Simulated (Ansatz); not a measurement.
MgMe(OH) (CH4MgO), relaxed as a singlet with RKS PBE0-D4/def2-TZVP in Ansatz, starting from the GFN2-xTB geometry. Force threshold 0.02 eV/Å.

Start:

```xyz
7

Mg   -0.400   -0.170   -0.947
C     0.463   -0.790    0.828
H     0.268   -0.028    1.572
H     1.532   -0.899    0.689
H     0.034   -1.734    1.143
O    -0.834    1.369   -1.507
H    -1.063    2.251   -1.779
```

| step | energy (eV) | largest force component (eV/Å) | SCF passes |
| --- | --- | --- | --- |
| 1 | -8589.1208 | 1.974 | 15 |
| 2 | -8589.3666 | 1.042 | 19 |
| 3 | -8589.4793 | 0.383 | 19 |
| 4 | -8589.5467 | 0.262 | 18 |
| 5 | -8589.5717 | 0.190 | 19 |
| 6 | -8589.5730 | 0.031 | 19 |
| 7 | -8589.5731 | 0.003 | 21 |

Force components are those of the run's own axes.

End:

```xyz
7

Mg   -0.273    0.444   -0.494
C     0.514   -0.843    0.928
H     0.473   -0.407    1.931
H     1.562   -1.081    0.720
H    -0.034   -1.789    0.963
O    -0.943    1.536   -1.706
H    -1.298    2.140   -2.343
```

By distances, no bond broke or formed. The bond that changes most is Mg1–O6, from 1.69 to 1.76 Å (atoms count from 1).

No frequencies were taken in this run, so the end may be a saddle point.

Run time 5.5 s (4 threads of Arm Neoverse V2 on a shared host).
